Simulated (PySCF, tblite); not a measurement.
# ClHOSi, a cluster model of a defect: NMR shifts, core binding energies and electronic excitations

Aim: the NMR shifts, core binding energies and electronic excitations of `O[Si]Cl`. It is drawn as: twofold Si.

Computed with tblite 0.8.0 and PySCF 2.14.0; each step states its level. No surroundings beyond the atoms listed, unless a continuum is named. Atoms count from 0, parts from 1.

## (1) Starting point

4 atoms, charge 0, multiplicity 1; geometry: distance geometry start.

## (2) Geometry optimisation with GFN2-xTB

What the job is given:

```
{"job": {"kind": "relax", "xc": "GFN2-xTB", "basis": "xTB"}, "charge": 0, "multiplicity": 1}
Si     0.782082    -0.729660    -1.396922
O      0.399341    -2.405233    -1.823861
Cl     1.476030     1.126226    -0.653502
H      0.765024    -3.181570    -1.415255
```

Level: GFN2-xTB geometry optimisation, gas phase.

Run with:

```
$ OMP_NUM_THREADS=1 python cluster_run.py task.json out
```

This one command runs all jobs of the session in turn.

Log:

```text
step      E/eV     max force
  0    -294.42202    4.410
  1    -294.86896    3.655
  2    -295.47069    2.997
  3    -295.73377    1.880
  4    -295.90923    1.167
  5    -295.94247    1.203
  6    -296.11243    1.465
  7    -296.26430    1.795
  8    -296.40527    1.751
  9    -296.48182    1.127
 10    -296.50123    0.210
 11    -296.50225    0.125
 12    -296.50293    0.153
 13    -296.51175    0.877
 14    -296.51916    0.461
 15    -296.54956    0.448
 16    -296.44978    1.683
 17    -296.54321    0.501
 18    -296.57412    1.720
 19    -296.64630    1.414
 20    -296.66303    2.050
 21    -296.66958    1.611
 22    -296.68149    1.211
 23    -296.70830    0.744
 24    -296.74329    0.787
 25    -296.77684    0.712
 26    -296.78943    0.576
 27    -296.78937    0.391
 28    -296.79281    0.058
 29    -296.79289    0.020
 30    -296.79291    0.016
 31    -296.79292    0.016
 32    -296.79295    0.017
 33    -296.79298    0.013
 34    -296.79299    0.005
```

Run time: 0.48 s. Hardware: 1 thread of Arm Neoverse N1, shared host.

Step by step: (not every step is listed) (the energy doesn't fall at every step)

```
step  energy from step 0 (eV)  largest force (eV/Å)
   0                   0.0000                4.4096
   1                  -0.4469                3.6554
   2                  -1.0487                2.9970
   3                  -1.3118                1.8796
   4                  -1.4872                1.1670
   5                  -1.5205                1.2031
   6                  -1.6904                1.4654
   7                  -1.8423                1.7942
   8                  -1.9832                1.7514
  10                  -2.0792                0.2103
  12                  -2.0809                0.1529
  14                  -2.0971                0.4610
  16                  -2.0278                1.6833
  18                  -2.1521                1.7202
  20                  -2.2410                2.0503
  22                  -2.2595                1.2119
  24                  -2.3213                0.7861
  26                  -2.3674                0.5765
  28                  -2.3708                0.0589
  29                  -2.3709                0.0203
  30                  -2.3709                0.0164
  31                  -2.3709                0.0160
  32                  -2.3709                0.0166
  33                  -2.3710                0.0133
  34                  -2.3710                0.0049
```

Distances of close pairs at the start and the end, largest changes first:

```
   bond  before (Å)  after (Å)  change (Å)
 Si0–O1       1.771      1.607      -0.164
Si0–Cl2       2.116      2.089      -0.027
  O1–H3       0.950      0.961      +0.010
```

## (3) Relaxing the molecule at PBE0-D3(BJ)/def2-SVP

What the job is given:

```
{"job": {"xc": "PBE0", "basis": "def2-SVP", "d3": "d3bj", "grid": 2, "kind": "geom", "shake": 0.01}, "charge": 0, "multiplicity": 1}
Si    -0.510432     0.741985    -0.562767
O     -0.430635    -0.836508    -0.455368
Cl     0.807221     1.411107     0.873865
H      0.161608    -1.346729     0.134116
```

Log:

```text
step   0  E = -824.92783145  max force = 0.056811
step   1  E = -824.93232893  max force = 0.008395
step   2  E = -824.93262168  max force = 0.003246
step   3  E = -824.93268607  max force = 0.001244
step   4  E = -824.93269385  max force = 0.000457
step   5  E = -824.93269417  max force = 0.000134
optimisation converged
```

Wall time 11 s (1 thread of Arm Neoverse N1, shared host); peak memory 0.3 GiB.

Relaxation path:

```
step  energy from step 0 (eV)  largest force component (eV/Å)
   0                   0.0000                          2.9213
   1                  -0.1224                          0.4317
   2                  -0.1303                          0.1669
   3                  -0.1321                          0.0640
   4                  -0.1323                          0.0235
   5                  -0.1323                          0.0069
```

Distances of close pairs at the start and the end, largest changes first:

```
   bond  before (Å)  after (Å)  change (Å)
 Si0–O1       1.584      1.655      +0.071
Si0–Cl2       2.061      2.123      +0.062
  O1–H3       0.979      0.967      -0.012
```

The next job starts from the end point, and lists it.

```
                         at the end point                 value
  point group (found at 0.08 Å tolerance)                    Cs
rotational constants (GHz, main isotopes)  20.989, 4.535, 3.729
                        dipole moment (D)                  1.01
```

## (4) Nuclear shieldings: PBE0/pcSseg-2

What the job is given:

```
{"job": {"kind": "nmr", "xc": "PBE0", "basis": "pcSseg-2"}, "charge": 0, "multiplicity": 1}
Si    -0.504734     0.725981    -0.648949
O     -0.408057    -0.920192    -0.505879
Cl     0.872760     1.320380     0.853038
H      0.181848    -1.312292     0.151909
```

Method: GIAO PBE0/pcSseg-2 NMR shielding, non-relativistic, gas phase.

Log:

```text
coarse grid: 4960 points
cycle   1  E = -825.1947202579  dE =  1.967e-01  |g| = 7.487e-01  |ddm| = 1.618e+00
cycle   2  E = -824.9106147158  dE =  2.841e-01  |g| = 1.402e+00  |ddm| = 1.014e+00
cycle   3  E = -825.2960185188  dE = -3.854e-01  |g| = 1.399e-01  |ddm| = 6.805e-01
cycle   4  E = -825.3002070160  dE = -4.188e-03  |g| = 6.492e-02  |ddm| = 1.611e-01
cycle   5  E = -825.3011330945  dE = -9.261e-04  |g| = 8.873e-03  |ddm| = 6.157e-02
cycle   6  E = -825.3011497567  dE = -1.666e-05  |g| = 3.242e-03  |ddm| = 1.098e-02
cycle   7  E = -825.3011522271  dE = -2.470e-06  |g| = 4.059e-04  |ddm| = 2.725e-03
final grid: 40256 points
cycle   8  E = -825.3046199901  dE = -3.049e-05  |g| = 5.744e-03  |ddm| = 1.063e-02
cycle   9  E = -825.3046134322  dE =  6.558e-06  |g| = 7.681e-03  |ddm| = 6.145e-03
cycle  10  E = -825.3046236367  dE = -1.020e-05  |g| = 1.462e-03  |ddm| = 4.144e-03
cycle  11  E = -825.3046239877  dE = -3.510e-07  |g| = 1.860e-04  |ddm| = 6.439e-04
cycle  12  E = -825.3046239955  dE = -7.831e-09  |g| = 5.114e-05  |ddm| = 2.242e-04
cycle  13  E = -825.3046239961  dE = -6.103e-10  |g| = 1.329e-05  |ddm| = 5.697e-05
converged SCF energy = -825.3046239961

GIAO shielding tensors (ppm)
atom      isotropic    diamagn.    paramagn.     s11        s22        s33       span
  0 Si     199.781     873.687    -673.905    -76.217    276.444    399.117    475.333
  1 O       97.269     390.344    -293.075   -112.836    196.101    208.543    321.379
  2 Cl     535.451    1149.297    -613.846     59.302    570.103    976.948    917.646
  3 H       25.167      31.718      -6.552     20.490     21.620     33.390     12.900
```

Run time: 10 s. Hardware: 1 thread of Arm Neoverse N1, shared host; peak memory 0.55 GiB.

The references, computed at this level on geometries of the same kind, shield at (ppm): 1H TMS 31.25, 29Si TMS 341.3, 17O H2O 328.2, 35Cl HCl 941. Their shielding less the atom's gives the shift. The references are single molecules in the gas phase, so shifts against H2O, NH3, PH3, H3PO4 or CFCl3 are not on the usual liquid scales and can be off by tens of ppm.

```
atoms                         environment  σ (ppm)  δ (ppm)
   H3  hydrogen on an oxygen bonded to Si    25.17     6.08
  Si0             silicon bonded to Cl, O    199.8    141.5
   O1              oxygen bonded to Si, H     97.3    230.9
  Cl2               chlorine bonded to Si      535      405
```

The run also stored atomic charges by several schemes (e):

```
atoms  Mulliken    IAO  Hirshfeld  ESP fit
  Si0      0.62   0.72       0.32     0.24
   O1     -0.51  -0.75      -0.31    -0.45
  Cl2     -0.35  -0.34      -0.18    -0.18
```

Mayer bond orders: Si0–O1 1.00, Si0–Cl2 0.94.

## (5) Core holes by ΔSCF: SCAN, X2C

What the job is given:

```
{"job": {"kind": "xps", "holes": 5}, "charge": 0, "multiplicity": 1}
Si    -0.504734     0.725981    -0.648949
O     -0.408057    -0.920192    -0.505879
Cl     0.872760     1.320380     0.853038
H      0.181848    -1.312292     0.151909
```

Level: delta-SCF UKS SCAN, pcX-2 on the ionised atom, pcseg-1 elsewhere, spin-free X2C.

Log:

```text
ground state, core basis on atom 0 (Si), 97 functions
  cycle   1  E = -827.42377887  |g| = 7.25e-01
  cycle   2  E = -826.78489041  |g| = 1.82e+00
  cycle   3  E = -827.51665664  |g| = 2.12e-01
  cycle   4  E = -827.52802283  |g| = 1.05e-01
  cycle   5  E = -827.53170242  |g| = 2.59e-02
  cycle   6  E = -827.53188918  |g| = 4.33e-03
  cycle   7  E = -827.53189147  |g| = 1.10e-03
  cycle   8  E = -827.53189038  |g| = 2.90e-04
  E(ground) = -827.52856732 Eh
hole in Si 2p of atom 0
  cycle   1  E = -823.21243495  |g| = 1.22e+00
  cycle   2  E = -822.19708699  |g| = 1.60e+00
  cycle   3  E = -823.21841195  |g| = 5.97e-01
  cycle   4  E = -823.49701997  |g| = 1.84e-01
  cycle   5  E = -823.49380845  |g| = 2.29e-01
  cycle   6  E = -823.51661135  |g| = 2.80e-02
  cycle   7  E = -823.51704453  |g| = 4.73e-03
  cycle   8  E = -823.51705845  |g| = 1.40e-03
  cycle   9  E = -823.51705969  |g| = 4.30e-04
  E(ion) = -823.52326858 Eh   <S^2> = 0.7522   hole on atom = 1.003   binding energy = 108.990 eV
  2p3/2 = 108.862 eV   2p1/2 = 109.498 eV
ground state, core basis on atom 1 (O), 86 functions
  cycle   1  E = -827.46157751  |g| = 9.90e-02
  cycle   2  E = -827.46054811  |g| = 8.23e-02
  cycle   3  E = -827.46088346  |g| = 7.15e-02
  cycle   4  E = -827.46186517  |g| = 4.36e-03
  cycle   5  E = -827.46187036  |g| = 1.01e-03
  cycle   6  E = -827.46187257  |g| = 1.32e-04
  E(ground) = -827.49735734 Eh
hole in O 1s of atom 1
  cycle   1  E = -806.82073560  |g| = 2.22e+00
  cycle   2  E = -806.02945771  |g| = 2.33e+00
  cycle   3  E = -807.47457284  |g| = 5.32e-01
  cycle   4  E = -807.32849231  |g| = 6.58e-01
  cycle   5  E = -807.63898934  |g| = 7.28e-02
  cycle   6  E = -807.64138663  |g| = 2.61e-02
  cycle   7  E = -807.64184068  |g| = 5.51e-03
  cycle   8  E = -807.64186474  |g| = 1.15e-03
  cycle   9  E = -807.64186359  |g| = 5.41e-04
  cycle  10  E = -807.64186415  |g| = 2.06e-04
  E(ion) = -807.67861483 Eh   <S^2> = 0.7628   hole on atom = 1.000   binding energy = 539.295 eV
ground state, core basis on atom 2 (Cl), 97 functions
  cycle   1  E = -827.61309653  |g| = 4.91e-01
  cycle   2  E = -827.60895209  |g| = 1.72e-01
  cycle   3  E = -827.59576945  |g| = 3.03e-01
  cycle   4  E = -827.61457263  |g| = 1.63e-02
  cycle   5  E = -827.61462691  |g| = 8.44e-03
  cycle   6  E = -827.61464300  |g| = 1.46e-03
  cycle   7  E = -827.61464477  |g| = 4.69e-04
  E(ground) = -827.63538240 Eh
hole in Cl 2p of atom 2
  cycle   1  E = -819.55055601  |g| = 1.71e+00
  cycle   2  E = -819.57205725  |g| = 1.26e+00
  cycle   3  E = -819.95521257  |g| = 3.72e-01
  cycle   4  E = -819.98365894  |g| = 2.94e-01
  cycle   5  E = -820.01743556  |g| = 5.80e-02
  cycle   6  E = -820.01934420  |g| = 9.53e-03
  cycle   7  E = -820.01939755  |g| = 3.67e-03
  cycle   8  E = -820.01940252  |g| = 6.93e-04
  cycle   9  E = -820.01940166  |g| = 2.14e-04
  E(ion) = -820.04957374 Eh   <S^2> = 0.7524   hole on atom = 1.001   binding energy = 206.420 eV
  2p3/2 = 205.845 eV   2p1/2 = 207.498 eV
```

Run time: 7.8 s. Hardware: 1 thread of Arm Neoverse N1, shared host; peak memory 0.31 GiB.

The holes in one table. −ε is the ground-state orbital energy:

```
       hole  stands for              environment  ΔSCF (eV; 2p as the shell's mean)  −ε (eV)   ⟨S²⟩
Si2p on Si0         Si0  silicon bonded to Cl, O                             109.07     97.7  0.752
  O1s on O1          O1   oxygen bonded to Si, H                             539.30    517.6  0.763
Cl2p on Cl2         Cl2    chlorine bonded to Si                             206.40    193.5  0.752
```

With the spin-orbit splitting: Si0 2p3/2 108.86, 2p1/2 109.50 eV; Cl2 2p3/2 205.85, 2p1/2 207.50 eV. The table gives each 2p level as the mean over the whole 2p shell (two parts 2p3/2, one part 2p1/2), which differs a little from the single hole in the log.

## (6) Excited states and response: CAM-B3LYP/def2-SVPD

What the job is given:

```
{"job": {"kind": "uv", "xc": "CAM-B3LYP", "basis": "def2-SVPD", "nstates": 6, "ntriplets": 2, "ip": true}, "charge": 0, "multiplicity": 1}
Si    -0.504734     0.725981    -0.648949
O     -0.408057    -0.920192    -0.505879
Cl     0.872760     1.320380     0.853038
H      0.181848    -1.312292     0.151909
```

With the program's defaults for keys left out, this is: TDDFT CAM-B3LYP/def2-SVPD, vertical, gas phase, core orbitals frozen in the response.

Log:

```text
coarse grid: 4960 points
cycle   1  E = -825.1012138148  dE =  1.355e-01  |g| = 6.839e-01  |ddm| = 1.992e+00
cycle   2  E = -825.0023097390  dE =  9.890e-02  |g| = 1.012e+00  |ddm| = 1.319e+00
cycle   3  E = -825.1992794477  dE = -1.970e-01  |g| = 8.353e-02  |ddm| = 7.206e-01
cycle   4  E = -825.2009116890  dE = -1.632e-03  |g| = 2.697e-02  |ddm| = 1.286e-01
cycle   5  E = -825.2011123922  dE = -2.007e-04  |g| = 3.476e-03  |ddm| = 3.644e-02
cycle   6  E = -825.2011175997  dE = -5.208e-06  |g| = 9.304e-04  |ddm| = 7.637e-03
final grid: 40256 points
cycle   7  E = -825.3002398501  dE = -6.760e-06  |g| = 1.013e-03  |ddm| = 9.836e-03
cycle   8  E = -825.3002400140  dE = -1.639e-07  |g| = 7.023e-04  |ddm| = 1.918e-03
cycle   9  E = -825.3002401278  dE = -1.138e-07  |g| = 1.577e-04  |ddm| = 8.695e-04
cycle  10  E = -825.3002401328  dE = -4.922e-09  |g| = 8.871e-05  |ddm| = 1.988e-04
cycle  11  E = -825.3002401345  dE = -1.764e-09  |g| = 2.188e-05  |ddm| = 8.701e-05
cycle  12  E = -825.3002401347  dE = -1.378e-10  |g| = 4.630e-06  |ddm| = 3.219e-05
converged SCF energy = -825.3002401347

Static polarisability (au): isotropic 47.672, principal 39.649 45.043 58.323

Singlet excitations
state   eV       nm        f      main configurations
  1   4.7430    261.4   0.06374   H->L 0.98
  2   5.9740    207.5   0.00347   H-1->L 0.98
  3   6.4865    191.1   0.00023   H-2->L 0.83, H->L+1 0.11
  4   7.1490    173.4   0.26576   H->L+1 0.82, H-2->L 0.10
  5   7.4139    167.2   0.36398   H->L+2 0.75
  6   7.5324    164.6   0.01066   H-4->L 0.97

Triplet excitations (Tamm-Dancoff, eV): 2.9161 5.3520
Vertical ionisation energy (delta-SCF) = 10.2485 eV
Vertical electron affinity (delta-SCF) = 0.1980 eV
```

Run time: 13 s. Hardware: 1 thread of Arm Neoverse N1, shared host; peak memory 0.37 GiB.

The orbitals next to the gap, with their largest atomic shares:

```
orbital      eV                        atoms
 HOMO−3  -12.48   O1 72 %, Si0 13 %, Cl2 9 %
 HOMO−2  -10.94   Cl2 81 %, O1 11 %, Si0 8 %
 HOMO−1  -10.77   Cl2 78 %, O1 15 %, Si0 6 %
   HOMO   -9.11  Si0 60 %, Cl2 27 %, O1 12 %
   LUMO   -1.07  Si0 67 %, O1 17 %, Cl2 16 %
 LUMO+1    0.81  Si0 41 %, O1 26 %, Cl2 18 %
 LUMO+2    1.13  Si0 39 %, Cl2 38 %, O1 19 %
```

With each of the 6 states as a Gaussian band of 0.4 eV half-width at 1/e, the curve within the window shown has maxima at 261 nm (ε 2,600), 169 nm (ε 23,000) L/(mol cm). Beyond the last state computed it falls off for lack of states. The curve at chosen wavelengths:

```tsv
nm	ε (L/mol/cm)
158	5759
164	17649
169	23228
175	17617
180	9230
186	2767
192	584
197	190
203	142
208	143
214	116
220	86
225	105
231	252
236	533
242	1078
248	1744
253	2235
259	2557
264	2538
270	2217
276	1715
281	1278
287	824
292	537
298	300
```

Ground-state properties from the same run:

```
           property  computed
  dipole moment (D)      0.76
polarisability (Å³)      7.06
 HOMO–LUMO gap (eV)      8.04
      −ε(HOMO) (eV)      9.11
```

## (7) Summary of results

```
                                quantity                        value
                             point group                           Cs
    rotational constants (main isotopes)        20.99, 4.53, 3.73 GHz
   1H shifts against TMS (PBE0/pcSseg-2)                     6.08 ppm
 29Si shifts against TMS (PBE0/pcSseg-2)                    141.5 ppm
  17O shifts against H2O (PBE0/pcSseg-2)                    230.9 ppm
 35Cl shifts against HCl (PBE0/pcSseg-2)                      405 ppm
       Si2p binding energies, SCAN/pcX-2                Si0 109.07 eV
        O1s binding energies, SCAN/pcX-2                 O1 539.30 eV
       Cl2p binding energies, SCAN/pcX-2                Cl2 206.40 eV
    lowest singlet (CAM-B3LYP/def2-SVPD)  4.74 eV (261 nm), f = 0.064
brightest single state of those computed  state 5, 7.41 eV, f = 0.364
                          lowest triplet                      2.92 eV
       vertical ionisation energy (ΔSCF)                     10.25 eV
       vertical electron affinity (ΔSCF)                      0.20 eV
```

Relaxing lowered the energy by 0.132 eV in 5 steps; the close pair that moved most is Si0–O1, from 1.584 to 1.655 Å (PBE0/def2-SVP). No frequency check was run at this level, so the end point may be a saddle. At PBE0/pcSseg-2: The widest tensor belongs to Cl2: span 918 ppm, with a paramagnetic part of -614 ppm. The lowest singlet, at 4.74 eV, is HOMO→LUMO 0.98 and is bright; of the 6 states computed, the strongest absorption comes from state 5 at 7.41 eV. The lowest triplet lies 1.83 eV below the lowest singlet (triplets in Tamm-Dancoff, singlets in full TDDFT). The orbital energy would give 9.11 eV for ionisation, ΔSCF gives 10.25 eV.
